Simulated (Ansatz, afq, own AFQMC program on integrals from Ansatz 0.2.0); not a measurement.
# MgBr⁻, triplet: AFQMC among the cluster methods

```yaml
atoms:
  - { symbol: Br, position_ang: [0.0000, 0.0000, 0.0000] }
  - { symbol: Mg, position_ang: [0.0000, 0.0000, 3.0850] }
```

Basis aug-cc-pVDZ. Only valence electrons are correlated. Ansatz 0.2.0 and our own AFQMC program on the same integrals; the CISD trial comes from CCSD amplitudes, and released means the phaseless constraint is let go. Free AFQMC starts from the CCSD state and is never constrained. Its projection time is finite, and what remains of the start isn't in its error. ± is one standard error of the sampling. No spin–orbit coupling.

Determinant: UHF, the one that the program's search chose, which needn't be the lowest solution. The geometry is a point of a scan.

No full CI on the walks' own integrals is used here; CCSDT(Q) serves as the reference and is uncertain by about the last step of the cluster series.

Cautions: no relativity below Rb; no spin-orbit coupling; inner d shell frozen; lower spins were not checked.

The T1 diagnostic is 0.0170, the weight of the determinant in the CISD state is 0.908 and the ⟨S²⟩ of the determinant is 2.001. The size of the correlated space is 10 electrons in 44 orbitals.

Reference: CCSDT(Q), correlation energy -4.278 eV. The released energy is read at 2.40 1/Eh (meV from the phaseless value at times in 1/Eh: -9 ± 10 at 0.24, -7 ± 9 at 0.51, -18 ± 8 at 0.99, -30 ± 12 at 1.62, -14 ± 12 at 2.40).

```json
{"level": "HF", "E − E(reference) (mEh)": "157.21", "share of correlation (%)": "0.00"}
{"level": "MP2", "E − E(reference) (mEh)": "19.06", "share of correlation (%)": "87.88"}
{"level": "CCSD", "E − E(reference) (mEh)": "5.08", "share of correlation (%)": "96.77"}
{"level": "CCSD(T)", "E − E(reference) (mEh)": "0.90", "share of correlation (%)": "99.43"}
{"level": "CCSDT", "E − E(reference) (mEh)": "0.35", "share of correlation (%)": "99.78"}
{"level": "ph-AFQMC/HF", "E − E(reference) (mEh)": "-0.66 ± 1.71", "share of correlation (%)": "100.42"}
{"level": "ph-AFQMC/CISD", "E − E(reference) (mEh)": "0.54 ± 0.31", "share of correlation (%)": "99.66"}
{"level": "released AFQMC", "E − E(reference) (mEh)": "0.01 ± 0.43", "share of correlation (%)": "99.99"}
{"level": "free AFQMC", "E − E(reference) (mEh)": "0.55 ± 0.36", "share of correlation (%)": "99.65"}
```

Free projections are given only where their last times agree within the noise and don't stop above the reference; a slow remainder of the start can still hide under it. A walk keeps the symmetry of its determinant, which the program's search chose and which needn't be the lowest solution, so a lower state of the same spin and another symmetry isn't excluded. Released energies are given only where the last usable release times agree within the noise; a slower fall can still hide under it.
